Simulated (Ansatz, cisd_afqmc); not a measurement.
System: ClF, charge 1, doublet. ClF+ (parent SMILES FCl, doublet).
B3LYP-D3(BJ)/def2-TZVP minimum from Ansatz (a first-principles code):
```
F
Cl 1 1.5412
```
Charge +1, spin multiplicity 2.

Total energies in cc-pV(D+d)Z, 13 correlated electrons, 6 frozen orbitals. Radicals and triplets start from unrestricted determinants; spin-orbit coupling is neglected. Correlated methods leave the cores frozen. No relativity. AFQMC is phaseless with a CISD trial state; ± is one standard error, without the phaseless bias. Outlying blocks are dropped, and bars are widened where a walk drifts. Over all cases where full CI ran beside it in this data, AFQMC minus full CI had a median of +0.1 mEh and passed +0.4 mEh in a tenth of the cases.

```tsv
method	program	energy (Eh)	minus CCSDTQ (mEh)
HF	Ansatz	-558.40711	345.18
MP2	Ansatz	-558.72022	32.07
CCSD	Ansatz	-558.74150	10.79
CCSD(T)	Ansatz	-558.75030	1.99
CCSDT(Q)	Ansatz	-558.75247	-0.18
CCSDTQ	Ansatz	-558.75229	0.00
AFQMC/CISD	cisd_afqmc	-558.7518 ± 0.0004	0.5 ± 0.4
```

Rough core times of Ansatz's runs on a shared machine: CCSD(T) under 20 s, CCSDT(Q) under 20 s, CCSDTQ 20 min.
